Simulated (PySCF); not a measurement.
# CF4: the cost of one run

The runs use PySCF 2.14.0; levels as typed in each script, gas phase, geometry from GFN2-xTB.

### 1 The system as given

SMILES `FC(F)(F)F`, 5 atoms, charge 0, spin multiplicity 1.

Bond lengths: F1–C2 1.314 Å, C2–F3 1.314 Å, C2–F4 1.314 Å, C2–F5 1.314 Å. Angles: F1–C2–F3 109.5°, F1–C2–F4 109.5°, F1–C2–F5 109.5°, F3–C2–F4 109.5°, F3–C2–F5 109.5°, F4–C2–F5 109.5°.

As a file:

```xyz
5

F    -0.7587    0.7135    0.8013
C     0.0000    0.0000   -0.0001
F    -0.7587   -0.7135   -0.8013
F     0.7587    0.8013   -0.7135
F     0.7587   -0.8013    0.7135
```

### 2 Removing and adding an electron (B3LYP/def2-svpd)

File input.py:

```python
import numpy as np
from pyscf import gto, scf, dft
from pyscf.scf import atom_ks, atom_hf
from scipy.linalg import block_diag

def solve(mol, dm0=None, hcore=None):
    mf = (dft.UKS if mol.spin else dft.RKS)(mol, xc='b3lyp')
    mf.grids.level = 3
    mf = mf.density_fit(auxbasis='def2-universal-jkfit')
    mf.conv_tol, mf.max_cycle = 1e-8, 80
    if hcore is not None:
        mf.get_hcore = lambda *args: hcore
    mf.kernel(dm0)
    if not mf.converged:
        mf = mf.newton().run(mf.mo_coeff, mf.mo_occ, max_cycle=30)
    assert mf.converged, 'SCF not converged'
    return mf

mol = gto.M(atom='''
F     -0.75871     0.71349     0.80128
C      0.00002     0.00002    -0.00006
F     -0.75871    -0.71350    -0.80127
F      0.75871     0.80131    -0.71345
F      0.75870    -0.80132     0.71347
''', basis='def2-svpd', charge=0, spin=0, verbose=4)
mf = solve(mol)
out = dict(e0=mf.e_tot, dm0=mf.make_rdm1(), c=mf.mo_coeff, occ=mf.mo_occ, eps=mf.mo_energy)
for name, dq, spin in [('cation', 1, 1), ('anion', -1, 1)]:
    ion = mol.copy().set(charge=mol.charge + dq, spin=spin).build()
    mi = solve(ion)
    if spin and dq > 0 and mol.nao < 130:
        c, _, stable, _ = mi.stability(return_status=True)
        if not stable:
            mi = solve(ion, mi.make_rdm1(c, mi.mo_occ))
    print(name, 'vertical energy change / eV', (mi.e_tot - mf.e_tot) * 27.211386)
    out.update({'e_' + name: mi.e_tot, 'dm_' + name: mi.make_rdm1(), 's2_' + name: mi.spin_square()[0], 'eps_' + name: mi.mo_energy, 'occ_' + name: mi.mo_occ})
# spherically averaged free atoms, for the promolecule
atm = atom_ks.get_atm_nrks(mol, xc='b3lyp')
pro = block_diag(*[(atm[a[0]][2] * atm[a[0]][3]) @ atm[a[0]][2].T for a in mol._atom])
np.savez('result.npz', pro=pro, **out)
```

On the command line:

```
> OMP_NUM_THREADS=1 python input.py
```

Q: Estimate wall time and peak memory on 1 thread of Intel Xeon Platinum 8259CL at 2.50GHz (Skylake/Cascade Lake), shared host.

About 99 s, with a peak of 0.53 GiB.
